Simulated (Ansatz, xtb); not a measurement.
Relative energy of two conformers of C3H10NO+

Structure I: `CO[C@H](C)[NH3+]`, a singlet. Structure II: `CO[C@H](C)[NH3+]`, a singlet. Both are isolated ions in the gas phase, relaxed with r2SCAN-D4/def2-SVP.

I (Å):

```json
{"atom": "C", "x (Å)": "1.1662", "y (Å)": "-0.8771", "z (Å)": "2.7541"}
{"atom": "C", "x (Å)": "0.1479", "y (Å)": "-0.0118", "z (Å)": "0.7893"}
{"atom": "C", "x (Å)": "-1.1058", "y (Å)": "-0.8346", "z (Å)": "0.5997"}
{"atom": "N", "x (Å)": "0.7112", "y (Å)": "0.3819", "z (Å)": "-0.5728"}
{"atom": "O", "x (Å)": "1.2216", "y (Å)": "-0.6755", "z (Å)": "1.3388"}
{"atom": "H", "x (Å)": "0.3601", "y (Å)": "-1.5760", "z (Å)": "3.0287"}
{"atom": "H", "x (Å)": "2.1308", "y (Å)": "-1.3123", "z (Å)": "3.0382"}
{"atom": "H", "x (Å)": "1.0266", "y (Å)": "0.0835", "z (Å)": "3.2795"}
{"atom": "H", "x (Å)": "-0.0670", "y (Å)": "0.9469", "z (Å)": "1.3074"}
{"atom": "H", "x (Å)": "-1.5113", "y (Å)": "-1.0988", "z (Å)": "1.5867"}
{"atom": "H", "x (Å)": "-0.8820", "y (Å)": "-1.7711", "z (Å)": "0.0651"}
{"atom": "H", "x (Å)": "-1.8912", "y (Å)": "-0.2743", "z (Å)": "0.0696"}
{"atom": "H", "x (Å)": "0.0509", "y (Å)": "0.9252", "z (Å)": "-1.1438"}
{"atom": "H", "x (Å)": "0.9664", "y (Å)": "-0.4754", "z (Å)": "-1.0861"}
{"atom": "H", "x (Å)": "1.5781", "y (Å)": "0.9231", "z (Å)": "-0.4445"}
```

II (Å):

```xyz
15

C     0.3971    0.2885    2.0248
C    -0.3385   -0.1265   -0.1970
C    -0.6355   -1.2921   -1.1017
N     0.4358    0.9631   -1.0502
O     0.4781   -0.4863    0.8223
H     0.7162    1.3339    1.8616
H     1.0819   -0.1794    2.7408
H    -0.6276    0.2700    2.4290
H    -1.2495    0.4108    0.1318
H    -1.2155   -0.9939   -1.9873
H     0.2972   -1.7901   -1.4080
H    -1.2303   -2.0209   -0.5338
H     1.3176    0.5512   -1.3872
H     0.6753    1.7846   -0.4802
H    -0.1024    1.2870   -1.8648
```

Problem. Which of the two would you expect CCSD(T)/def2-SVP + ΔMP2/def2-TZVPP electronic energies to favour?

Solution. Too close to call at this level: CCSD(T)/def2-SVP + ΔMP2/def2-TZVPP gives E(II) − E(I) = +0.83 kJ/mol.

Level by level:

```csv
level,geometry,E(II) − E(I) (kJ/mol),departure from the last row (kJ/mol),"job, with rough time for the two"
r2SCAN-D4/def2-SVP,r2SCAN-D4/def2-SVP,−0.64,−1.46,"optimisation, 3.1 min"
HF/def2-SVP,r2SCAN-D4/def2-SVP,+4.66,+3.83,part of the CCSD(T) run
MP2/def2-SVP,r2SCAN-D4/def2-SVP,+2.67,+1.85,part of the CCSD(T) run
CCSD(T)/def2-SVP,r2SCAN-D4/def2-SVP,+1.95,+1.13,single point
CCSD(T)/def2-SVP + ΔMP2/def2-TZVPP,r2SCAN-D4/def2-SVP,+0.83,,"single point, 2 min"
```

The largest departure from CCSD(T)/def2-SVP + ΔMP2/def2-TZVPP is that of HF/def2-SVP, 3.83 kJ/mol. Levels run at GFN2-xTB geometries aren't shown. The last row adds to CCSD(T) the change of the MP2 difference between the two basis sets, here −1.13 kJ/mol.

With harmonic frequencies from r2SCAN-D4/def2-SVP (ideal gas, rigid rotor, one conformer each, 298.15 K, 1 atm): on the last row, ΔE + ΔZPE = −0.69, ΔH = −0.34, ΔG = −0.83 kJ/mol.

The correlated steps freeze 5 core orbitals. Run with Ansatz 0.2.0; the last row on 2 threads of AMD EPYC (Zen 3) on a shared host.
